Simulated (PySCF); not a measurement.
Consider `c1cscn1` (C3H3NS). Atom numbers as in the mapped SMILES `[cH:1]1[cH:2][s:3][cH:4][n:5]1`. These are map numbers, not IUPAC locants.

These are calculated values, PBE0-D3(BJ)/def2-TZVP in PySCF (grid level 2) at geometries from PBE0-D3(BJ)/def2-SVP. Thermal corrections: GFN2-xTB frequencies, unscaled, ideal gas at 298.15 K and 1 bar, quasi-RRHO entropy. These were taken at the GFN2-xTB minima.

Question: Rank these of its sites by proton affinity, highest first.
A. S3 (ring sulfur)
B. N5 (pyridine-type nitrogen)

Answer: B (914 kJ/mol), A (692 kJ/mol).

Question: For S3 (ring sulfur), what are ΔE (electronic) and ΔG(298 K) of removing the proton again?

Answer: ΔE = 705 and ΔG = 663 kJ/mol, beside ΔH = 692 kJ/mol. The protonated species is `c1c[sH+]cn1`.

Question: Of those listed, which site of protonation is favoured in THF (IEF-PCM), and by how much?

Answer: N5 (pyridine-type nitrogen), by 210 kJ/mol over S3 (ring sulfur); the gas phase favours the same one.

Caveats: not every ring carbon need be listed, and shares count the listed sites alone.
